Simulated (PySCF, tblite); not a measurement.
# SiPH₆+: dynamics, then NMR shifts on frames

How do NMR shifts of SiPH₆+ (`[SiH3][PH3+]`) change as the atoms move?

Programs: tblite 0.8.0 and PySCF 2.14.0, with density-fitted response routines of our own. Each step states its level of theory. These are calculated values for one molecule in the gas phase, unless marked as measured. Atoms are numbered from 0 throughout.

### 1 The starting structure

8 atoms, charge 1, multiplicity 1; geometry from: GFN2-xTB.

Bonds of the start (Å): Si0–P1 2.36, Si0–H2 1.46, Si0–H3 1.46, Si0–H4 1.46, P1–H5 1.38, P1–H6 1.38, P1–H7 1.38.

### 2 A short Langevin run with GFN2-xTB

What the job is given:

```
{"job": {"kind": "md", "xc": "GFN2-xTB", "basis": "xTB", "temperature": 200, "steps": 2000, "every": 50, "frames": 5}, "charge": 1, "multiplicity": 1}
Si    -1.313978     0.149026    -0.025596
P      1.027775    -0.112818     0.013705
H     -1.668268    -0.830352    -1.049691
H     -1.414072     1.558449    -0.395278
H     -1.637378    -0.194334     1.356741
H      1.532060    -1.355513     0.331006
H      1.753827     0.662714     0.891724
H      1.729091     0.132241    -1.147175
```

Method: GFN2-xTB Langevin dynamics, gas phase.

Launch:

```
$ OMP_NUM_THREADS=1 python probes_run.py task.json out
```

The driver reads the jobs from task.json and runs them one after another.

The program printed:

```text
t/fs     T/K      E/eV
    0.0   156.0   -186.93478
   25.0    75.9   -186.78237
   50.0   189.8   -186.86114
   75.0   211.2   -186.84764
  100.0   121.2   -186.84224
  125.0   161.1   -186.89163
  150.0   130.1   -186.83899
  175.0   206.8   -186.83025
  200.0   135.5   -186.69719
  225.0   209.9   -186.79337
  250.0   131.6   -186.74793
  275.0   208.6   -186.80628
  300.0   178.4   -186.76808
  325.0   181.0   -186.79943
  350.0   205.1   -186.79275
  375.0   183.7   -186.75615
  400.0   312.0   -186.82191
  425.0   145.9   -186.63336
  450.0   291.6   -186.72592
  475.0   223.5   -186.66484
  500.0   285.5   -186.69553
  525.0   218.5   -186.68109
  550.0   215.9   -186.65583
  575.0   228.4   -186.71772
  600.0   135.8   -186.70745
  625.0   168.9   -186.77952
  650.0   130.8   -186.68874
  675.0   202.1   -186.72480
  700.0   284.8   -186.75517
  725.0   214.1   -186.78026
  750.0   170.3   -186.80541
  775.0   245.0   -186.79822
  800.0   198.4   -186.73566
  825.0   164.3   -186.79244
  850.0   155.3   -186.78865
  875.0    90.0   -186.81073
  900.0   188.4   -186.77096
  925.0   134.7   -186.76439
  950.0   177.7   -186.76692
  975.0   156.5   -186.78142
 1000.0   130.4   -186.83759
```

It took 5.5 s on 1 thread of Arm Neoverse V1, shared host; peak memory 0.18 GiB.

Distance from the start (root mean square after alignment): 0 fs 0.00 Å, 200 fs 1.49 Å, 400 fs 1.38 Å, 600 fs 1.21 Å, 800 fs 1.36 Å, 1000 fs 1.04 Å.

Positions (Å) and forces (eV/Å) at 1000 fs:

```xyz
8

Si   -1.747    0.435   -0.029   -0.774   -0.286   -0.161
P     0.118   -1.025   -0.183    0.244   -0.562   -0.221
H    -1.160    1.755   -0.308   -0.015   -0.276    0.033
H    -2.237    0.143    1.338    0.288    0.114   -0.224
H    -2.722   -0.150   -1.017    0.621    0.292    0.333
H     1.244   -0.545    0.477   -0.192   -0.235    0.069
H     0.741   -1.263   -1.417   -0.307    0.101    0.300
H     0.024   -2.377    0.261    0.135    0.853   -0.128
```

### 3 Nuclear shieldings: 250 fs, PBE0/pcSseg-1

What the job is given:

```
{"job": {"kind": "nmr", "xc": "PBE0", "basis": "pcSseg-1", "pop": false}, "charge": 1, "multiplicity": 1}
Si    -1.291900    -0.072500    -0.047500
P      1.020300    -0.280900    -0.393900
H     -1.694300     0.641500    -1.220900
H     -1.385500     0.874100     1.141200
H     -1.867700    -1.406400    -0.007600
H      1.867600     0.463300     0.395000
H      1.652900    -0.184600    -1.572700
H      1.614100    -1.511100     0.002700
```

Method: GIAO PBE0/pcSseg-1 NMR shielding, non-relativistic, gas phase.

The program printed:

```text
coarse grid: 6968 points
cycle   1  E = -633.8372427856  dE =  1.215e-01  |g| = 2.236e-01  |ddm| = 2.293e+00
cycle   2  E = -633.8459777044  dE = -8.735e-03  |g| = 1.778e-01  |ddm| = 4.984e-01
cycle   3  E = -633.8546492058  dE = -8.672e-03  |g| = 1.351e-02  |ddm| = 2.204e-01
cycle   4  E = -633.8546983189  dE = -4.911e-05  |g| = 4.132e-03  |ddm| = 2.001e-02
cycle   5  E = -633.8547019659  dE = -3.647e-06  |g| = 6.685e-04  |ddm| = 4.986e-03
final grid: 56088 points
cycle   6  E = -633.8656116500  dE = -7.869e-06  |g| = 2.295e-03  |ddm| = 1.170e-02
cycle   7  E = -633.8656120309  dE = -3.809e-07  |g| = 1.893e-03  |ddm| = 4.739e-03
cycle   8  E = -633.8656128550  dE = -8.240e-07  |g| = 7.007e-05  |ddm| = 2.195e-03
cycle   9  E = -633.8656128559  dE = -9.596e-10  |g| = 2.124e-05  |ddm| = 8.221e-05
converged SCF energy = -633.8656128559

GIAO shielding tensors (ppm)
atom      isotropic    diamagn.    paramagn.     s11        s22        s33       span
  0 Si     414.451     877.579    -463.128    388.044    411.611    443.698     55.654
  1 P      528.239     968.691    -440.451    509.736    523.262    551.720     41.984
  2 H       27.025      27.632      -0.606     23.271     25.222     32.583      9.311
  3 H       25.505      25.986      -0.480     21.875     23.735     30.907      9.031
  4 H       26.468      26.731      -0.263     22.690     24.471     32.243      9.553
  5 H       27.171      28.678      -1.507     22.593     23.273     35.649     13.056
  6 H       27.873      28.670      -0.796     23.175     23.612     36.834     13.659
  7 H       26.259      27.238      -0.980     22.000     22.559     34.217     12.217
```

Wall time 2.8 s (1 thread of Arm Neoverse V1, shared host); peak memory 0.34 GiB.

The references, computed at this level on geometries of the same kind, shield at (ppm): ¹H TMS 31.72, ²⁹Si TMS 349.2, ³¹P H3PO4 318.4. Their shielding less the atom's gives the shift. The references are single molecules in the gas phase, so shifts against H2O, NH3, PH3, H3PO4 or CFCl3 are not on the usual liquid scales and can be off by tens of ppm. Each atom is listed at this fixed geometry, with no averaging over motion; a spectrum would average atoms that exchange fast.

| atoms | environment | σ (ppm) | δ (ppm) |
| --- | --- | --- | --- |
| H3 | hydrogen on a silicon bonded to P | 25.51 | 6.21 |
| H7 | hydrogen on a phosphorus bonded to Si | 26.26 | 5.46 |
| H4 | hydrogen on a silicon bonded to P | 26.47 | 5.25 |
| H2 | hydrogen on a silicon bonded to P | 27.03 | 4.69 |
| H5 | hydrogen on a phosphorus bonded to Si | 27.17 | 4.55 |
| H6 | hydrogen on a phosphorus bonded to Si | 27.87 | 3.84 |
| Si0 | silicon bonded to P, 3 H | 414.5 | -65.3 |
| P1 | phosphorus bonded to Si, 3 H | 528.2 | -209.9 |

### 4 NMR shieldings: 425 fs, PBE0/pcSseg-1

What the job is given:

```
{"job": {"kind": "nmr", "xc": "PBE0", "basis": "pcSseg-1", "pop": false}, "charge": 1, "multiplicity": 1}
Si    -1.513200    -0.143300    -0.230500
P      0.890400    -0.320800    -0.413300
H     -2.074300     0.873300    -1.034600
H     -1.574800    -0.162500     1.330900
H     -1.734100    -1.380000    -0.981200
H      1.814000     0.250600     0.374800
H      1.567300     0.059400    -1.593200
H      1.376900    -1.636200    -0.420600
```

Level: GIAO PBE0/pcSseg-1 NMR shielding, non-relativistic, gas phase.

The program printed:

```text
coarse grid: 6968 points
cycle   1  E = -633.8311793880  dE =  8.349e-02  |g| = 2.197e-01  |ddm| = 2.282e+00
cycle   2  E = -633.8396741697  dE = -8.495e-03  |g| = 1.709e-01  |ddm| = 4.834e-01
cycle   3  E = -633.8475230737  dE = -7.849e-03  |g| = 1.341e-02  |ddm| = 2.149e-01
cycle   4  E = -633.8475722694  dE = -4.920e-05  |g| = 4.406e-03  |ddm| = 1.975e-02
cycle   5  E = -633.8475763756  dE = -4.106e-06  |g| = 7.698e-04  |ddm| = 5.318e-03
final grid: 56088 points
cycle   6  E = -633.8586730685  dE = -7.651e-06  |g| = 2.455e-03  |ddm| = 1.227e-02
cycle   7  E = -633.8586734690  dE = -4.005e-07  |g| = 2.070e-03  |ddm| = 5.213e-03
cycle   8  E = -633.8586744866  dE = -1.018e-06  |g| = 7.163e-05  |ddm| = 2.453e-03
cycle   9  E = -633.8586744878  dE = -1.178e-09  |g| = 2.055e-05  |ddm| = 9.254e-05
cycle  10  E = -633.8586744879  dE = -1.323e-10  |g| = 4.299e-06  |ddm| = 2.989e-05
converged SCF energy = -633.8586744879

GIAO shielding tensors (ppm)
atom      isotropic    diamagn.    paramagn.     s11        s22        s33       span
  0 Si     398.559     876.861    -478.302    342.557    396.395    456.725    114.168
  1 P      524.427     968.653    -444.225    501.689    516.565    555.028     53.340
  2 H       26.841      27.321      -0.479     23.426     24.426     32.672      9.246
  3 H       24.752      25.058      -0.306     21.130     23.319     29.805      8.674
  4 H       26.431      27.010      -0.579     22.536     25.257     31.501      8.965
  5 H       27.961      29.674      -1.712     23.344     23.771     36.770     13.426
  6 H       26.440      27.375      -0.935     22.238     22.541     34.540     12.302
  7 H       26.784      27.825      -1.042     22.285     22.994     35.072     12.787
```

Run time: 2.2 s. Hardware: 1 thread of Arm Neoverse V1, shared host; peak memory 0.35 GiB.

In short: δ Si0 -49.4, P1 -206.1, H3 6.97, H4 5.29 ppm.

### 5 Nuclear shieldings: 625 fs, PBE0/pcSseg-1

What the job is given:

```
{"job": {"kind": "nmr", "xc": "PBE0", "basis": "pcSseg-1", "pop": false}, "charge": 1, "multiplicity": 1}
Si    -1.611100     0.249000    -0.435800
P      0.603900    -0.526700    -0.548200
H     -1.541500     1.317400    -1.443800
H     -2.078300     0.357000     0.900800
H     -2.197800    -1.009100    -0.970200
H      1.548700     0.097800     0.242300
H      1.302400    -0.505200    -1.773800
H      0.871400    -1.842100    -0.278700
```

With the program's defaults for keys left out, this is: GIAO PBE0/pcSseg-1 NMR shielding, non-relativistic, gas phase.

The program printed:

```text
coarse grid: 6968 points
cycle   1  E = -633.8404704412  dE =  1.175e-01  |g| = 2.166e-01  |ddm| = 2.296e+00
cycle   2  E = -633.8490763429  dE = -8.606e-03  |g| = 1.679e-01  |ddm| = 4.774e-01
cycle   3  E = -633.8566484034  dE = -7.572e-03  |g| = 1.347e-02  |ddm| = 2.106e-01
cycle   4  E = -633.8566966789  dE = -4.828e-05  |g| = 4.049e-03  |ddm| = 1.948e-02
cycle   5  E = -633.8566999813  dE = -3.302e-06  |g| = 6.576e-04  |ddm| = 4.751e-03
final grid: 56088 points
cycle   6  E = -633.8677138715  dE = -7.964e-06  |g| = 2.310e-03  |ddm| = 1.242e-02
cycle   7  E = -633.8677142580  dE = -3.865e-07  |g| = 1.906e-03  |ddm| = 4.782e-03
cycle   8  E = -633.8677150909  dE = -8.329e-07  |g| = 6.492e-05  |ddm| = 2.221e-03
cycle   9  E = -633.8677150918  dE = -8.949e-10  |g| = 1.921e-05  |ddm| = 8.271e-05
converged SCF energy = -633.8677150918

GIAO shielding tensors (ppm)
atom      isotropic    diamagn.    paramagn.     s11        s22        s33       span
  0 Si     424.039     877.354    -453.315    381.059    423.928    467.130     86.071
  1 P      512.673     968.997    -456.324    483.352    511.796    542.870     59.518
  2 H       26.328      26.301       0.027     22.392     24.537     32.055      9.663
  3 H       26.891      27.320      -0.428     23.322     24.502     32.850      9.528
  4 H       26.411      26.471      -0.060     22.590     24.987     31.655      9.065
  5 H       27.042      29.221      -2.179     22.581     23.194     35.351     12.770
  6 H       26.247      27.346      -1.099     22.104     22.543     34.095     11.991
  7 H       27.199      28.882      -1.683     22.748     23.307     35.543     12.794
```

Wall time 2.1 s (1 thread of Arm Neoverse V1, shared host); peak memory 0.35 GiB.

This run: δ Si0 -74.9, P1 -194.3, H6 5.47, H2 5.39 ppm.

### 6 NMR shieldings: 800 fs, PBE0/pcSseg-1

What the job is given:

```
{"job": {"kind": "nmr", "xc": "PBE0", "basis": "pcSseg-1", "pop": false}, "charge": 1, "multiplicity": 1}
Si    -1.603500     0.331100    -0.117000
P      0.585200    -0.761500    -0.165600
H     -1.500600     1.335500    -1.160900
H     -1.399400     0.715600     1.204500
H     -2.652100    -0.724800    -0.311200
H      1.356200    -0.001000     0.692400
H      1.566400    -0.913700    -1.143500
H      0.627300    -2.032500     0.398600
```

Method: GIAO PBE0/pcSseg-1 NMR shielding, non-relativistic, gas phase.

The program printed:

```text
coarse grid: 6968 points
cycle   1  E = -633.8398690169  dE =  8.413e-02  |g| = 2.107e-01  |ddm| = 2.284e+00
cycle   2  E = -633.8484295771  dE = -8.561e-03  |g| = 1.574e-01  |ddm| = 4.554e-01
cycle   3  E = -633.8547972836  dE = -6.368e-03  |g| = 1.339e-02  |ddm| = 1.968e-01
cycle   4  E = -633.8548422743  dE = -4.499e-05  |g| = 4.397e-03  |ddm| = 1.941e-02
cycle   5  E = -633.8548459768  dE = -3.703e-06  |g| = 7.606e-04  |ddm| = 5.313e-03
final grid: 56088 points
cycle   6  E = -633.8654602899  dE = -7.983e-06  |g| = 2.479e-03  |ddm| = 1.243e-02
cycle   7  E = -633.8654606790  dE = -3.891e-07  |g| = 2.122e-03  |ddm| = 5.356e-03
cycle   8  E = -633.8654617666  dE = -1.088e-06  |g| = 6.232e-05  |ddm| = 2.512e-03
cycle   9  E = -633.8654617677  dE = -1.034e-09  |g| = 1.643e-05  |ddm| = 9.258e-05
cycle  10  E = -633.8654617678  dE = -8.345e-11  |g| = 3.188e-06  |ddm| = 2.427e-05
converged SCF energy = -633.8654617678

GIAO shielding tensors (ppm)
atom      isotropic    diamagn.    paramagn.     s11        s22        s33       span
  0 Si     384.019     877.581    -493.562    342.643    381.939    427.476     84.833
  1 P      510.448     968.895    -458.446    483.441    495.243    552.660     69.219
  2 H       26.373      27.048      -0.675     22.838     24.541     31.742      8.905
  3 H       27.456      29.031      -1.575     23.213     26.472     32.683      9.470
  4 H       25.702      25.923      -0.222     22.379     23.722     31.004      8.625
  5 H       27.209      29.768      -2.559     22.565     24.065     34.996     12.431
  6 H       26.566      27.699      -1.133     22.379     22.649     34.670     12.292
  7 H       26.874      28.088      -1.214     22.379     23.234     35.010     12.631
```

It took 2.2 s on 1 thread of Arm Neoverse V1, shared host; peak memory 0.35 GiB.

Key values: δ Si0 -34.9, P1 -192.1, H4 6.02, H2 5.34 ppm.

### 7 Nuclear shieldings: 1000 fs, PBE0/pcSseg-1

What the job is given:

```
{"job": {"kind": "nmr", "xc": "PBE0", "basis": "pcSseg-1", "pop": false}, "charge": 1, "multiplicity": 1}
Si    -1.747300     0.435000    -0.028900
P      0.118400    -1.024700    -0.183400
H     -1.159600     1.754900    -0.308400
H     -2.236600     0.143500     1.337700
H     -2.722100    -0.149600    -1.017400
H      1.243800    -0.545300     0.476900
H      0.740900    -1.263300    -1.416800
H      0.023700    -2.376700     0.260800
```

Level: GIAO PBE0/pcSseg-1 NMR shielding, non-relativistic, gas phase.

The program printed:

```text
coarse grid: 6968 points
cycle   1  E = -633.8466140940  dE =  5.222e-02  |g| = 2.192e-01  |ddm| = 2.272e+00
cycle   2  E = -633.8553598101  dE = -8.746e-03  |g| = 1.712e-01  |ddm| = 4.851e-01
cycle   3  E = -633.8632144725  dE = -7.855e-03  |g| = 1.386e-02  |ddm| = 2.140e-01
cycle   4  E = -633.8632657485  dE = -5.128e-05  |g| = 4.173e-03  |ddm| = 1.979e-02
cycle   5  E = -633.8632691016  dE = -3.353e-06  |g| = 6.769e-04  |ddm| = 4.823e-03
final grid: 56088 points
cycle   6  E = -633.8748269801  dE = -7.533e-06  |g| = 2.419e-03  |ddm| = 1.215e-02
cycle   7  E = -633.8748273926  dE = -4.125e-07  |g| = 2.022e-03  |ddm| = 5.030e-03
cycle   8  E = -633.8748283435  dE = -9.508e-07  |g| = 7.403e-05  |ddm| = 2.353e-03
cycle   9  E = -633.8748283446  dE = -1.149e-09  |g| = 1.949e-05  |ddm| = 8.766e-05
cycle  10  E = -633.8748283447  dE = -1.056e-10  |g| = 4.540e-06  |ddm| = 2.761e-05
converged SCF energy = -633.8748283447

GIAO shielding tensors (ppm)
atom      isotropic    diamagn.    paramagn.     s11        s22        s33       span
  0 Si     408.536     877.035    -468.499    395.921    398.143    431.542     35.621
  1 P      502.102     968.816    -466.715    478.974    493.994    533.337     54.363
  2 H       26.201      26.810      -0.610     22.558     24.325     31.719      9.162
  3 H       26.137      26.431      -0.295     22.599     24.356     31.455      8.856
  4 H       25.781      25.614       0.167     22.303     23.925     31.116      8.813
  5 H       26.761      29.403      -2.642     22.454     23.138     34.691     12.237
  6 H       26.416      28.099      -1.683     22.357     22.659     34.233     11.876
  7 H       25.910      26.752      -0.841     21.729     22.157     33.844     12.115
```

Wall time 2.2 s (1 thread of Arm Neoverse V1, shared host); peak memory 0.35 GiB.

In short: δ Si0 -59.4, P1 -183.7, H4 5.94, H7 5.81 ppm.

### 8 Comparing the runs: NMR shifts

Shifts (ppm) of some atoms, chosen among heavy atoms and hydrogens apart, with basis size and wall time:

```
  frame    H3    H7    H2    H5    H6    Si0      P1  functions   time
 250 fs  6.21  5.46  4.69  4.55  3.84  -65.3  -209.9         78  2.8 s
 425 fs  6.97  4.93  4.88  3.76  5.28  -49.4  -206.1         78  2.2 s
 625 fs  4.83  4.52  5.39  4.68  5.47  -74.9  -194.3         78  2.1 s
 800 fs  4.26  4.84  5.34  4.51  5.15  -34.9  -192.1         78  2.2 s
1000 fs  5.58  5.81  5.52  4.96  5.30  -59.4  -183.7         78  2.2 s
```

### 9 Summary of results

| quantity | value |
| --- | --- |
| thermostat | 200 K |
| mean temperature, second half | 186 K |
| mean potential energy above the minimum | 0.18 eV |
| ¹H shifts against TMS (PBE0/pcSseg-1, 250 fs) | 6.21, 5.46, 5.25, 4.69, 4.55, 3.84 ppm |
| ²⁹Si shifts against TMS (PBE0/pcSseg-1, 250 fs) | -65.3 ppm |
| ³¹P shifts against H3PO4 (PBE0/pcSseg-1, 250 fs) | -209.9 ppm |
| range of the shift of Si0 | -74.9 to -34.9 ppm |

In the second half the potential energy averages 0.18 eV above the minimum; equipartition over 18 harmonic modes at 200 K would give 0.16 eV. With 8 atoms the temperature swings widely (76 to 312 K). Shifts at one fixed geometry are not the observed spectrum, which averages over the motion. In the first frame run (250 fs): Shielding is most anisotropic at Si0 (span 56 ppm, paramagnetic term -463 ppm). In ppm, Si0 moves most: its shift spreads over 40.0 ppm, from -74.9 (625 fs) to -34.9 (800 fs).
